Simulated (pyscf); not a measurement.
A first-order saddle from PySCF, ωB97X-D3(BJ)/def2-SVP:

```
Ge
F 1 1.7410
F 1 1.7413 2 97.72
H 1 1.5219 2 110.11 3 114.51
H 1 1.6829 4 109.20 3 157.88
H 5 1.6510 1 60.74 4 -101.65
```
Charge 0, spin multiplicity 2.

Surface: doublet, charge 0. Lowest wavenumbers (cm⁻¹): 525i, 272, 314, 539, 667.

Name the species on either side of this saddle.

`[F][GeH2][F]` + `[H]` [doublet] <-> `[F][GeH2][F]` + `[H]` [doublet], a substitution at Ge read from left to right: Ge–H broken and Ge–H formed. At CCSD(T)/def2-TZVPP + ΔMP2(QZVPP) it lies +63.9 kJ/mol from the left side and +63.9 kJ/mol from the right (each side as separated species at their lowest minima found). The same reactants have a lower exit, to F–GeH•–F + H₂ (barrier +15.8 kJ/mol at ωB97M-D3(BJ), against +64.2 kJ/mol here). One saddle was located; it need not be the lowest between these sides. The angle at the attacked Ge is 59° (front-side attack). The CCSD(T) − MP2 part came from Ansatz, without density fitting, on the same reference. The frozen core leaves the outer d or s,p core shells of the metals and heavy elements correlated in the MP2 and CC values, and def2-TZVPP describes them poorly, which can shift differences by a few kcal/mol. Elements up to Kr have no core potential and no relativistic terms here.
